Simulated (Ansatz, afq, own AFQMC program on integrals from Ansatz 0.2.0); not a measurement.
# GeNH, quintet: AFQMC among the cluster methods

| atom | x (Å) | y (Å) | z (Å) |
| --- | --- | --- | --- |
| Ge | 0.0000 | -0.0292 | 0.3009 |
| N | 0.0000 | 0.0385 | -1.5921 |
| H | 0.0000 | 1.5661 | 0.4378 |

Connectivity, by distances: GeH–N.

Basis cc-pVTZ. Only valence electrons are correlated. Integrals, coupled cluster, full CI and functionals: Ansatz 0.2.0; the random walks run on the same integrals in our own AFQMC program. The CISD trial takes its coefficients from CCSD amplitudes. Released means that phaseless walkers are propagated on without the constraint, phases kept. Uncertainties: one standard error, sampling alone. No spin–orbit coupling.

Determinant: UHF, the one that the program's search chose, which needn't be the lowest solution. The geometry is a PBE0/def2-TZVP stationary point of this or a neighbouring charge and spin state.

No full CI on the walks' own integrals is used here; CCSDT(Q) serves as the reference and is uncertain by about the last step of the cluster series.

Cautions: no relativity below Rb; no spin-orbit coupling; inner d shell frozen; another spin lies lower (by 1.91 eV); the released energies are still falling, so no released level is given (meV from the phaseless value at times in 1/Eh: -15 ± 4 at 0.24, -16 ± 3 at 0.51, -26 ± 6 at 0.99, -26 ± 4 at 1.62, -30 ± 4 at 2.40), though the last usable value meets CCSDT(Q) within the noise.

The T1 diagnostic is 0.0234 and the weight of the determinant in the CISD state is 0.889. The ⟨S²⟩ of the determinant is 6.046 and the size of the correlated space is 10 electrons in 72 orbitals.

Reference: CCSDT(Q), correlation energy -6.546 eV.

```csv
level,E − E(reference) (kcal/mol),share of correlation (%)
HF,150.95,0.00
MP2,27.14,82.02
CCSD,6.54,95.67
CCSD(T),1.18,99.22
CCSDT,0.28,99.82
ph-AFQMC/HF,2.57 ± 0.59,98.30
ph-AFQMC/CISD,0.58 ± 0.11,99.62
```

A walk keeps the symmetry of its determinant, which the program's search chose and which needn't be the lowest solution, so a lower state of the same spin and another symmetry isn't excluded.
